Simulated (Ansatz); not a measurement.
# PS (quartet): the correlation ladder, def2-QZVPP

An exercise on one series of results from a longer session: the logs are not shown, and one member is left open.

Program: Ansatz 0.2.0, Gaussian basis. Level of theory: def2-QZVPP, core rule «outside noble gas», up to 10 orbitals frozen. These are calculated values, not measurements.

The runs, in order: UHF; ROHF; CCSD(T) on UHF.

## What is computed

The geometry is a PBE0/def2-TZVP stationary point (not a proven minimum).

2 atoms, charge 0, spin multiplicity 4.

Atoms are counted from 1 here; the program's logs count them from 0.

Bond lengths: P1–S2 2.137 Å.

The first run:

in.yaml

```yaml
crystal:
  periodic: [false, false, false]
  atoms:
    - {symbol: P, position_ang: [0.000000, 0.000000, 0.000000]}
    - {symbol: S, position_ang: [0.000000, 0.000000, 2.137000]}
basis:
  gaussian: {orbitals: "def2-QZVPP.json"}
magnetization: {spin_polarized: true, initial_magnetization: 3}
hamiltonian: {xc: hf}
output: {orbitals: {seedname: orbitals}}
```

On the command line:

```bash
ansatz run in.yaml --threads 1 --pin off --events-out ev --progress --plain --max-ram 2393MiB
```

Among the steps run: UHF; ROHF; CCSD(T) on UHF.

One table of the session follows, with a row left open; its other results are not shown here.

It belongs to the step «Misses and costs». 

```
  method  from UCCSD(T) (kcal/mol)
    ROHF                         ?
     UHF                   +193.89
    UMP2                    +31.70
   UCCSD                     +9.87
UCCSD(T)                         0
```

Estimate the missing values for ROHF.

The run gave: from UCCSD(T) (kcal/mol): +202.04. In the column «from UCCSD(T) (kcal/mol)» it is the highest.
